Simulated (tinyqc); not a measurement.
Inside a calculation. Method: CIS on RHF in the sto-6g basis, for HF, spin multiplicity 1. One step of it, computed by the program tinyqc.

Task: CIS matrix, triplets. A(ia,jb) = (e_a - e_i) d_ij d_ab - (ij|ab).

orbital energies (hartree): [-26.258448, -1.436502, -0.516654, -0.471450, -0.471450, 0.403564]

Two-electron integrals over orbitals (pq|rs), unique and non-zero (hartree):
```
(11|11) 5.382168    (21|11) -0.531444   (21|21) 0.084599    (22|11) 1.245846
(22|21) -0.023671   (22|22) 0.871932    (31|11) 0.116589    (31|21) -0.017865
(31|22) 0.007989    (31|31) 0.019209    (32|11) -0.130808   (32|21) 0.006217
(32|22) -0.042875   (32|31) 0.020662    (32|32) 0.141499    (33|11) 0.917432
(33|21) -0.008575   (33|22) 0.711035    (33|31) -0.002973   (33|32) -0.021262
(33|33) 0.697903    (41|41) 0.030361    (42|41) 0.039862    (42|42) 0.188165
(43|41) -0.007906   (43|42) -0.031003   (43|43) 0.037870    (44|11) 1.265985
(44|21) -0.014109   (44|22) 0.894197    (44|31) 0.002973    (44|32) -0.069620
(44|33) 0.698094    (44|44) 0.998085    (51|51) 0.030361    (52|51) 0.039862
(52|52) 0.188165    (53|51) -0.007906   (53|52) -0.031003   (53|53) 0.037870
(54|54) 0.053789    (55|11) 1.265985    (55|21) -0.014109   (55|22) 0.894197
(55|31) 0.002973    (55|32) -0.069620   (55|33) 0.698094    (55|44) 0.890506
(55|55) 0.998085    (61|11) 0.124929    (61|21) -0.020930   (61|22) 0.002755
(61|31) -0.011658   (61|32) -0.023788   (61|33) 0.006979    (61|44) 0.003184
(61|55) 0.003184    (61|61) 0.021939    (62|11) -0.180039   (62|21) 0.004910
(62|22) -0.097116   (62|31) -0.020076   (62|32) -0.070861   (62|33) -0.025731
(62|44) -0.095071   (62|55) -0.095071   (62|61) 0.018175    (62|62) 0.091687
(63|11) -0.406649   (63|21) 0.006358    (63|22) -0.222281   (63|31) 0.001743
(63|32) 0.084819    (63|33) -0.101055   (63|44) -0.234520   (63|55) -0.234520
(63|61) -0.004856   (63|62) 0.041899    (63|63) 0.219001    (64|41) -0.007815
(64|42) -0.031579   (64|43) -0.020923   (64|64) 0.029306    (65|51) -0.007815
(65|52) -0.031579   (65|53) -0.020923   (65|65) 0.029306    (66|11) 0.850712
(66|21) -0.008682   (66|22) 0.648776    (66|31) 0.011402    (66|32) 0.052274
(66|33) 0.656511    (66|44) 0.629851    (66|55) 0.629851    (66|61) -0.007897
(66|62) -0.057715   (66|63) -0.020877   (66|66) 0.688106
```

Give: CIS matrix A, triplet.

Result:

CIS matrix A, triplet (hartree), order 1>6, 2>6, 3>6, 4>6, 5>6:
```
[[25.811, 0.009, -0.011, 0.000, 0.000],
 [0.009, 1.191, -0.052, 0.000, 0.000],
 [-0.011, -0.052, 0.264, 0.000, 0.000],
 [0.000, 0.000, 0.000, 0.245, 0.000],
 [0.000, 0.000, 0.000, 0.000, 0.245]]
```
